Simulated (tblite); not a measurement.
Species: C2F3P.
SMILES: `FC(F)(F)C#P`

Computed values, GFN2-xTB/tblite, gas phase, harmonic and unscaled. Against measured fundamentals such values can be off by several per cent, at times by over 20.

Harmonic wavenumbers (cm⁻¹): 112.7, 113.0, 396.9, 397.2, 424.1, 539.4, 539.5, 711.7, 1002.6, 1002.8, 1094.8, 1741.9.

A = 5713, B = 1664, C = 1663 MHz; mass 111.969 u (most abundant isotopes); point group C3v, symmetry number 3.

Zero-point energy?

½Σν̃ = 4038 cm⁻¹ = 11.55 kcal/mol.

Entropy at 273.15 K, 1 bar (ideal gas, RRHO, classical rotation)?

Translation 39.65, rotation 24.97, vibration 9.89: S = 74.5 cal/(mol K).

And Cp and H(273.15 K) − H(0)?

Cp = 19.53 cal/(mol K), of which vibrations give 11.58 (their classical limit is 12 R = 23.8); H(273.15 K) − H(0) = 3.71 kcal/mol without the zero-point energy, 1.54 from vibrations.

How do the functions run with temperature in this model?

```tsv
T (K)	S (cal/(mol K))	Cp (cal/(mol K))	H − H(0) (kcal/mol)	G − H(0) (kcal/mol)	ln q(vib)
50	51.8	9.7	0.42	-2.17	0.08
100	59.2	11.9	0.97	-4.96	0.45
298.15	76.3	20.4	4.21	-18.52	2.40
373.15	81.1	22.6	5.83	-24.43	3.18
500	88.1	25.2	8.87	-35.17	4.46
750	98.9	28.1	15.58	-58.61	6.77
1000	107.2	29.5	22.80	-84.42	8.78
```

q(vib) and H(0) count from the zero-point level.

What must be added to the electronic energy to get the Gibbs energy at 273.15 K and 1 bar?

ZPE + [H(273.15 K) − H(0)] − T·S = 11.55 + 3.71 − 20.35 = -5.09 kcal/mol.

Blend soft modes into free rotors: weight 1/[1 + (100 cm⁻¹/ν̃)⁴] for the oscillator and the rest for a rotor with moment μB/(μ + B), μ = h/(8π²ν), B = 10⁻⁴⁴ kg m². What vibrational entropy results?

9.59 cal/(mol K) in place of 9.89, which changes −T·S at 273.15 K by +0.08 kcal/mol.

Which modes carry the vibrational entropy at 273.15 K?

112.7 cm⁻¹: 3.05; 113.0 cm⁻¹: 3.05; 396.9 cm⁻¹: 0.85; 397.2 cm⁻¹: 0.85; 424.1 cm⁻¹: 0.76; 539.4 cm⁻¹: 0.47 cal/(mol K); the other 6 give 0.87 together.

Hindered rotation and anharmonicity are outside this model.
